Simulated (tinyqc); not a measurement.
Worked calculation (part 1 of 2): RKS/BP86 in the sto-6g basis, for OH-, spin multiplicity 1. The basis has no diffuse functions, so it cannot describe the extra electron: this is an exercise in the method, not the real anion. Computed by tinyqc, a small Python program that keeps every step (integrals from PySCF). Settings: charge = -1, multiplicity = 1, basis = sto-6g, energy threshold = 1e-10, iteration cap = 89, orthogonalisation = canonical, start = core, DIIS depth = 8, method = RKS, functional = b88,p86, grid = [20, 50]. Command: `OMP_NUM_THREADS=1 python tinyqc.py 20083 20084 out.jsonl` (the two numbers bound the seeds that draw the settings). One thread of a shared host (Intel(R) Xeon(R) Processor @ 2.60GHz), about 3 s of CPU time with the checks. Later iterations appear only in the table of the cycle.

## One-electron integrals

Geometry (angstrom):
```
atom         x         y         z
O     0.000000  0.000000  0.000000
H     0.000000  0.000000  1.884000
```

Basis sto-6g: exponents (1/bohr^2) and contraction coefficients of normalised primitives:
```
element  l (shell)     exponent  coefficient
O            s (1)  1355.584234     0.009164
O            s (1)   248.544885     0.049361
O            s (1)    69.533902     0.168538
O            s (1)    23.886772     0.370563
O            s (1)     9.275933     0.416492
O            s (1)     3.820341     0.130334
O            s (2)    52.187762    -0.013253
O            s (2)    10.329320    -0.046992
O            s (2)     3.210345    -0.033785
O            s (2)     1.235135     0.250242
O            s (2)     0.536420     0.595117
O            s (2)     0.245881     0.240706
O            p (3)    52.187762     0.003760
O            p (3)    10.329320     0.037679
O            p (3)     3.210345     0.173897
O            p (3)     1.235135     0.418036
O            p (3)     0.536420     0.425860
O            p (3)     0.245881     0.101708
H            s (1)    35.523221     0.009164
H            s (1)     6.513144     0.049361
H            s (1)     1.822143     0.168538
H            s (1)     0.625955     0.370563
H            s (1)     0.243077     0.416492
H            s (1)     0.100112     0.130334
```

Overlap, kinetic and nuclear-attraction integrals over the contracted functions; the nuclear repulsion is the sum of Za Zb / Rab.

nuclear repulsion = 2.24703699 hartree

overlap S:
```
           1O 1s     1O 2s    1O 2px    1O 2py    1O 2pz     2H 1s
1O 1s   1.000000  0.231145  0.000000  0.000000  0.000000  0.006472
1O 2s   0.231145  1.000000  0.000000  0.000000  0.000000  0.099511
1O 2px  0.000000  0.000000  1.000000  0.000000  0.000000  0.000000
1O 2py  0.000000  0.000000  0.000000  1.000000  0.000000  0.000000
1O 2pz  0.000000  0.000000  0.000000  0.000000  1.000000  0.103282
2H 1s   0.006472  0.099511  0.000000  0.000000  0.103282  1.000000
```

kinetic energy T (hartree):
```
            1O 1s      1O 2s    1O 2px    1O 2py     1O 2pz      2H 1s
1O 1s   29.327197  -0.896024  0.000000  0.000000   0.000000  -0.002649
1O 2s   -0.896024   0.842618  0.000000  0.000000   0.000000  -0.018012
1O 2px   0.000000   0.000000  2.531309  0.000000   0.000000   0.000000
1O 2py   0.000000   0.000000  0.000000  2.531309   0.000000   0.000000
1O 2pz   0.000000   0.000000  0.000000  0.000000   2.531309  -0.003757
2H 1s   -0.002649  -0.018012  0.000000  0.000000  -0.003757   0.768522
```

nuclear attraction V (hartree):
```
             1O 1s      1O 2s     1O 2px     1O 2py     1O 2pz      2H 1s
1O 1s   -61.539195  -6.216205   0.000000   0.000000  -0.004239  -0.197813
1O 2s    -6.216205  -9.281213   0.000000   0.000000  -0.050597  -0.582491
1O 2px    0.000000   0.000000  -9.274257   0.000000   0.000000   0.000000
1O 2py    0.000000   0.000000   0.000000  -9.274257   0.000000   0.000000
1O 2pz   -0.004239  -0.050597   0.000000   0.000000  -9.293930  -0.518899
2H 1s    -0.197813  -0.582491   0.000000   0.000000  -0.518899  -3.484821
```

core Hamiltonian H = T + V (hartree):
```
             1O 1s      1O 2s     1O 2px     1O 2py     1O 2pz      2H 1s
1O 1s   -32.211998  -7.112229   0.000000   0.000000  -0.004239  -0.200462
1O 2s    -7.112229  -8.438595   0.000000   0.000000  -0.050597  -0.600502
1O 2px    0.000000   0.000000  -6.742948   0.000000   0.000000   0.000000
1O 2py    0.000000   0.000000   0.000000  -6.742948   0.000000   0.000000
1O 2pz   -0.004239  -0.050597   0.000000   0.000000  -6.762621  -0.522655
2H 1s    -0.200462  -0.600502   0.000000   0.000000  -0.522655  -2.716299
```

## Two-electron integrals

Functions are numbered as in S; the eight-fold symmetry (ij|kl) = (ji|kl) = (kl|ij) leaves the list below.

Two-electron integrals (ij|kl) in chemists' order, unique and non-zero (hartree):
```
(11|11) 4.787491   (21|11) 0.675884   (21|21) 0.121505   (22|11) 1.117379
(22|21) 0.249212   (22|22) 0.817383   (31|31) 0.025762   (32|31) 0.039145
(32|32) 0.180664   (33|11) 1.117381   (33|21) 0.249212   (33|22) 0.817382
(33|33) 0.880663   (41|41) 0.025762   (42|41) 0.039145   (42|42) 0.180664
(43|43) 0.047461   (44|11) 1.117381   (44|21) 0.249212   (44|22) 0.817382
(44|33) 0.785741   (44|44) 0.880663   (51|51) 0.025762   (52|51) 0.039145
(52|52) 0.180664   (53|53) 0.047461   (54|54) 0.047461   (55|11) 1.117381
(55|21) 0.249212   (55|22) 0.817382   (55|33) 0.785741   (55|44) 0.785741
(55|55) 0.880663   (61|11) 0.020011   (61|21) 0.003457   (61|22) 0.006965
(61|33) 0.006951   (61|44) 0.006951   (61|51) 0.000171   (61|52) 0.000339
(61|55) 0.006992   (61|61) 0.000100   (62|11) 0.066659   (62|21) 0.015164
(62|22) 0.057524   (62|33) 0.056537   (62|44) 0.056537   (62|51) 0.001200
(62|52) 0.009939   (62|55) 0.059496   (62|61) 0.000436   (62|62) 0.005911
(63|31) 0.001422   (63|32) 0.008783   (63|53) 0.001919   (63|63) 0.000695
(64|41) 0.001422   (64|42) 0.008783   (64|54) 0.001919   (64|64) 0.000695
(65|11) 0.057213   (65|21) 0.013161   (65|22) 0.052947   (65|33) 0.050924
(65|44) 0.050924   (65|51) 0.002242   (65|52) 0.016637   (65|55) 0.056993
(65|61) 0.000390   (65|62) 0.006580   (65|65) 0.007885   (66|11) 0.280648
(66|21) 0.064863   (66|22) 0.280093   (66|33) 0.273944   (66|44) 0.273944
(66|51) 0.004204   (66|52) 0.049564   (66|55) 0.292390   (66|61) 0.001860
(66|62) 0.042650   (66|65) 0.053286   (66|66) 0.774999
```

## Orthogonalisation

S = U s U^T; canonical form X = U s^(-1/2), so that X^T S X = 1. Each column of U has its largest component positive (the first on a tie).

eigenvalues of S: 0.747117  0.903894  1.000000  1.000000  1.090841  1.258148

X:
```
                1          2          3         4          5         6
1O 1s   -0.730200   0.340671   0.000000  0.000000  -0.308888  0.558655
1O 2s    0.808942  -0.122810   0.000000  0.000000  -0.137957  0.615542
1O 2px   0.000000   0.000000  -0.158568  0.987348   0.000000  0.000000
1O 2py   0.000000   0.000000   0.987348  0.158568   0.000000  0.000000
1O 2pz   0.146876   0.722943   0.000000  0.000000   0.672568  0.119696
2H 1s   -0.359622  -0.672709   0.000000  0.000000   0.591551  0.299173
```

Within a degenerate level the vectors are fixed only up to a rotation; this is one choice.

## Starting guess

The start is the orbitals of the core Hamiltonian; D = 2 C_occ C_occ^T.

D at the start:
```
            1O 1s      1O 2s    1O 2px    1O 2py     1O 2pz      2H 1s
1O 1s    2.113361  -0.490908  0.000000  0.000000  -0.002649   0.018245
1O 2s   -0.490908   2.125624  0.000000  0.000000   0.013733  -0.074912
1O 2px   0.000000   0.000000  2.000000  0.000000   0.000000   0.000000
1O 2py   0.000000   0.000000  0.000000  2.000000   0.000000   0.000000
1O 2pz  -0.002649   0.013733  0.000000  0.000000   2.014608  -0.090051
2H 1s    0.018245  -0.074912  0.000000  0.000000  -0.090051   0.006623
```

## Iteration 1: exchange-correlation on the grid

Becke grid with 20 radial and 50 angular points per atom, points of zero weight dropped. rho = sum D_ij phi_i phi_j; V_xc,ij = sum w v_xc phi_i phi_j plus the gradient terms; v_xc is d(rho eps)/d rho at fixed gradient.

The 16 grid points with the largest w rho, of 1991 (bohr, atomic units):
```
x                  y          z         w       rho  |grad rho|^2     eps_xc       v_xc
0.000000    0.738980   0.738980  0.094534  0.492379      1.618642  -0.664503  -0.827863
0.000000   -0.738980   0.738980  0.094534  0.492379      1.618642  -0.664503  -0.827863
0.738980    0.000000   0.738980  0.094534  0.492379      1.618642  -0.664503  -0.827863
-0.738980   0.000000   0.738980  0.094534  0.492379      1.618642  -0.664503  -0.827863
0.738980   -0.738980   0.000000  0.094696  0.490640      1.598740  -0.663713  -0.827016
-0.738980  -0.738980   0.000000  0.094696  0.490640      1.598740  -0.663713  -0.827016
-0.738980   0.738980   0.000000  0.094696  0.490640      1.598740  -0.663713  -0.827016
0.738980    0.738980   0.000000  0.094696  0.490640      1.598740  -0.663713  -0.827016
0.000000    0.738980  -0.738980  0.094697  0.490282      1.595791  -0.663562  -0.826827
0.000000   -0.738980  -0.738980  0.094697  0.490282      1.595791  -0.663562  -0.826827
-0.738980   0.000000  -0.738980  0.094697  0.490282      1.595791  -0.663562  -0.826827
0.738980    0.000000  -0.738980  0.094697  0.490282      1.595791  -0.663562  -0.826827
-0.603375   0.603375   0.603375  0.088414  0.492078      1.613409  -0.664347  -0.827740
0.603375    0.603375   0.603375  0.088414  0.492078      1.613409  -0.664347  -0.827740
-0.603375  -0.603375   0.603375  0.088414  0.492078      1.613409  -0.664347  -0.827740
0.603375   -0.603375   0.603375  0.088414  0.492078      1.613409  -0.664347  -0.827740
```

electrons on the grid, sum of w rho = 10.000487

E_xc = sum of w rho eps_xc = -10.17283721 hartree

V_xc (hartree):
```
            1O 1s      1O 2s     1O 2px     1O 2py     1O 2pz      2H 1s
1O 1s   -3.133872  -0.386746   0.000000   0.000000  -0.000093  -0.011880
1O 2s   -0.386746  -0.841848   0.000000   0.000000  -0.000170  -0.046193
1O 2px   0.000000   0.000000  -0.841851   0.000000   0.000000   0.000000
1O 2py   0.000000   0.000000   0.000000  -0.841851   0.000000   0.000000
1O 2pz  -0.000093  -0.000170   0.000000   0.000000  -0.841811  -0.037165
2H 1s   -0.011880  -0.046193   0.000000   0.000000  -0.037165  -0.123026
```

## Iteration 1: building the Kohn-Sham matrix

J_ij = sum D_kl (ij|kl); F = H + J + V_xc; E = tr D H + tr D J / 2 + E_xc + E_nn.

Coulomb J (hartree):
```
            1O 1s     1O 2s    1O 2px    1O 2py    1O 2pz     2H 1s
1O 1s   18.532140  3.333652  0.000000  0.000000  0.000389  0.095479
1O 2s    3.333652  8.754381  0.000000  0.000000  0.000610  0.592765
1O 2px   0.000000  0.000000  8.754388  0.000000  0.000000  0.000000
1O 2py   0.000000  0.000000  0.000000  8.754388  0.000000  0.000000
1O 2pz   0.000389  0.000610  0.000000  0.000000  8.754362  0.537454
2H 1s    0.095479  0.592765  0.000000  0.000000  0.537454  2.800176
```

Kohn-Sham matrix F (hartree):
```
             1O 1s      1O 2s    1O 2px    1O 2py     1O 2pz      2H 1s
1O 1s   -16.813730  -4.165324  0.000000  0.000000  -0.003943  -0.116863
1O 2s    -4.165324  -0.526062  0.000000  0.000000  -0.050157  -0.053931
1O 2px    0.000000   0.000000  1.169590  0.000000   0.000000   0.000000
1O 2py    0.000000   0.000000  0.000000  1.169590   0.000000   0.000000
1O 2pz   -0.003943  -0.050157  0.000000  0.000000   1.149930  -0.022366
2H 1s    -0.116863  -0.053931  0.000000  0.000000  -0.022366  -0.039149
```

total energy of this density = -73.89856058 hartree

## Iteration 1: diagonalisation and new density

Diagonalise F' = X^T F X, C = X C', fill 5 alpha and 5 beta electrons from the bottom; D = 2 C_occ C_occ^T. Each column has its largest component positive (the first on a tie).

F' = X^T F X (hartree):
```
           1          2         3         4          5          6
1  -4.407326   2.791384  0.000000  0.000000  -3.002177   6.649593
2   2.791384  -0.954088  0.000000  0.000000   2.333599  -3.610530
3   0.000000   0.000000  1.169590  0.000000   0.000000   0.000000
4   0.000000   0.000000  0.000000  1.169590   0.000000   0.000000
5  -3.002177   2.333599  0.000000  0.000000  -1.418106   4.072123
6   6.649593  -3.610530  0.000000  0.000000   4.072123  -8.366981
```

orbital energies (hartree): MO1 -16.818493, MO2 -0.039502, MO3 0.542787, MO4 1.168707, MO5 1.169590, MO6 1.169590

coefficients C:
```
              MO1        MO2        MO3        MO4        MO5       MO6
1O 1s    0.995917  -0.016854  -0.253798   0.014377   0.000000  0.000000
1O 2s    0.017104   0.040132   1.030705  -0.056025   0.000000  0.000000
1O 2px   0.000000   0.000000   0.000000   0.000000   0.997623  0.068902
1O 2py   0.000000   0.000000   0.000000   0.000000  -0.068902  0.997623
1O 2pz   0.000382   0.016909   0.064464   1.003221   0.000000  0.000000
2H 1s   -0.001214   0.993451  -0.147375  -0.112418   0.000000  0.000000
```

D after iteration 1:
```
            1O 1s      1O 2s     1O 2px     1O 2py     1O 2pz      2H 1s
1O 1s    2.113510  -0.492076   0.000000   0.000000  -0.003684   0.035669
1O 2s   -0.492076   2.134788   0.000000   0.000000   0.021845  -0.211506
1O 2px   0.000000   0.000000   1.990505  -0.137477   0.000000   0.000000
1O 2py   0.000000   0.000000  -0.137477   0.009495   0.000000   0.000000
1O 2pz  -0.003684   0.021845   0.000000   0.000000   2.021789  -0.210965
2H 1s    0.035669  -0.211506   0.000000   0.000000  -0.210965   2.042605
```

Within a degenerate level the vectors are fixed only up to a rotation; this is one choice.

## Iteration 2: exchange-correlation on the grid

As before.

The 16 grid points with the largest w rho, of 1991 (bohr, atomic units):
```
x                  y          z         w       rho  |grad rho|^2     eps_xc       v_xc
-0.738980   0.000000   0.738980  0.094534  0.491884      1.622069  -0.664375  -0.827502
0.738980    0.000000   0.738980  0.094534  0.491884      1.622069  -0.664375  -0.827502
0.738980    0.000000  -0.738980  0.094697  0.489469      1.591583  -0.663246  -0.826363
-0.738980   0.000000  -0.738980  0.094697  0.489469      1.591583  -0.663246  -0.826363
-0.945307   0.315102   0.315102  0.084612  0.471020      1.502002  -0.656042  -0.815617
0.945307   -0.315102   0.315102  0.084612  0.471020      1.502002  -0.656042  -0.815617
0.945307   -0.315102  -0.315102  0.084623  0.469612      1.489341  -0.655415  -0.814870
-0.945307   0.315102  -0.315102  0.084623  0.469612      1.489341  -0.655415  -0.814870
0.315102   -0.315102  -0.945307  0.084623  0.462304      1.453010  -0.652490  -0.810545
-0.315102   0.315102  -0.945307  0.084623  0.462304      1.453010  -0.652490  -0.810545
-0.315102   0.315102   0.945307  0.084183  0.464378      1.489023  -0.653634  -0.811396
0.315102   -0.315102   0.945307  0.084183  0.464378      1.489023  -0.653634  -0.811396
-0.315102  -0.315102  -0.945307  0.084623  0.453232      1.407516  -0.648807  -0.805122
0.315102    0.315102  -0.945307  0.084623  0.453232      1.407516  -0.648807  -0.805122
0.315102    0.315102   0.945307  0.084183  0.455306      1.442700  -0.649966  -0.805985
-0.315102  -0.315102   0.945307  0.084183  0.455306      1.442700  -0.649966  -0.805985
```

electrons on the grid, sum of w rho = 10.000328

E_xc = sum of w rho eps_xc = -9.46021551 hartree

V_xc (hartree):
```
            1O 1s      1O 2s     1O 2px     1O 2py     1O 2pz      2H 1s
1O 1s   -3.118523  -0.371448   0.000000   0.000000  -0.000152  -0.011504
1O 2s   -0.371448  -0.763651   0.000000   0.000000  -0.001243  -0.050430
1O 2px   0.000000   0.000000  -0.803060   0.008374   0.000000   0.000000
1O 2py   0.000000   0.000000   0.008374  -0.682763   0.000000   0.000000
1O 2pz  -0.000152  -0.001243   0.000000   0.000000  -0.805091  -0.048210
2H 1s   -0.011504  -0.050430   0.000000   0.000000  -0.048210  -0.525840
```

## Iteration 2: building the Kohn-Sham matrix

As before.

Coulomb J (hartree):
```
            1O 1s     1O 2s     1O 2px     1O 2py    1O 2pz     2H 1s
1O 1s   16.854819  2.963972   0.000000   0.000000  0.008667  0.085268
1O 2s    2.963972  7.674549   0.000000   0.000000  0.097645  0.564422
1O 2px   0.000000  0.000000   7.724949  -0.013050  0.000000  0.000000
1O 2py   0.000000  0.000000  -0.013050   7.536907  0.000000  0.000000
1O 2pz   0.008667  0.097645   0.000000   0.000000  7.761788  0.541543
2H 1s    0.085268  0.564422   0.000000   0.000000  0.541543  3.811051
```

Kohn-Sham matrix F (hartree):
```
             1O 1s      1O 2s     1O 2px     1O 2py     1O 2pz      2H 1s
1O 1s   -18.475701  -4.519705   0.000000   0.000000   0.004276  -0.126698
1O 2s    -4.519705  -1.527697   0.000000   0.000000   0.045806  -0.086510
1O 2px    0.000000   0.000000   0.178942  -0.004676   0.000000   0.000000
1O 2py    0.000000   0.000000  -0.004676   0.111196   0.000000   0.000000
1O 2pz    0.004276   0.045806   0.000000   0.000000   0.194075  -0.029322
2H 1s    -0.126698  -0.086510   0.000000   0.000000  -0.029322   0.568912
```

total energy of this density = -74.77676666 hartree

## Iteration 2: DIIS over 2 matrices

error matrix X^T (FDS - SDF) X:
```
          1         2          3         4         5         6
1  0.000000  0.000000   0.000000  0.000000  0.000000  0.000000
2  0.000000  0.000000   0.000000  0.000000  0.000000  0.000000
3  0.000000  0.000000   0.000000  0.000050  0.000000  0.000000
4  0.000000  0.000000  -0.000050  0.000000  0.000000  0.000000
5  0.000000  0.000000   0.000000  0.000000  0.000000  0.000000
6  0.000000  0.000000   0.000000  0.000000  0.000000  0.000000
```

B (overlaps of the stored error matrices):
```
               1              2
1  8.9424531e-02  0.0000000e+00
2  0.0000000e+00  5.0110433e-09
```

Minimise |sum c_i e_i|^2 with sum c_i = 1: solve [B -1; -1 0][c; lambda] = [0; -1] with B_ij = tr e_i^T e_j, and take F = sum c_i F_i.

DIIS coefficients: 0.000000  1.000000

extrapolated F (hartree):
```
             1O 1s      1O 2s     1O 2px     1O 2py     1O 2pz      2H 1s
1O 1s   -18.475701  -4.519705   0.000000   0.000000   0.004276  -0.126698
1O 2s    -4.519705  -1.527697   0.000000   0.000000   0.045806  -0.086510
1O 2px    0.000000   0.000000   0.178942  -0.004676   0.000000   0.000000
1O 2py    0.000000   0.000000  -0.004676   0.111196   0.000000   0.000000
1O 2pz    0.004276   0.045806   0.000000   0.000000   0.194075  -0.029322
2H 1s    -0.126698  -0.086510   0.000000   0.000000  -0.029322   0.568912
```

## Iteration 2: diagonalisation and new density

As before.

F' = X^T F X (hartree):
```
           1          2          3          4          5          6
1  -5.436690   3.286109   0.000000   0.000000  -3.403296   6.767083
2   3.286109  -1.363929   0.000000   0.000000   1.766033  -4.044819
3   0.000000   0.000000   0.114364  -0.015047   0.000000   0.000000
4   0.000000   0.000000  -0.015047   0.175774   0.000000   0.000000
5  -3.403296   1.766033   0.000000   0.000000  -1.863388   4.595503
6   6.767083  -4.044819   0.000000   0.000000   4.595503  -9.468727
```

orbital energies (hartree): MO1 -18.479357, MO2 -0.449232, MO3 0.110875, MO4 0.179263, MO5 0.189783, MO6 0.606072

coefficients C:
```
              MO1        MO2       MO3        MO4        MO5        MO6
1O 1s    0.996508  -0.250898  0.000000   0.000000  -0.014326   0.023913
1O 2s    0.014696   1.023791  0.000000   0.000000   0.055686  -0.126209
1O 2px   0.000000   0.000000  0.068537   0.997649   0.000000   0.000000
1O 2py   0.000000   0.000000  0.997649  -0.068537   0.000000   0.000000
1O 2pz  -0.000167  -0.071568  0.000000   0.000000   0.974434  -0.237172
2H 1s   -0.000964   0.012733  0.000000   0.000000   0.136388   1.001268
```

D after iteration 2:
```
            1O 1s      1O 2s    1O 2px    1O 2py     1O 2pz      2H 1s
1O 1s    2.112366  -0.486040  0.000000  0.000000   0.007659  -0.012218
1O 2s   -0.486040   2.102930  0.000000  0.000000  -0.038022   0.041233
1O 2px   0.000000   0.000000  2.000000  0.000000   0.000000   0.000000
1O 2py   0.000000   0.000000  0.000000  2.000000   0.000000   0.000000
1O 2pz   0.007659  -0.038022  0.000000  0.000000   1.909288   0.263980
2H 1s   -0.012218   0.041233  0.000000  0.000000   0.263980   0.037529
```
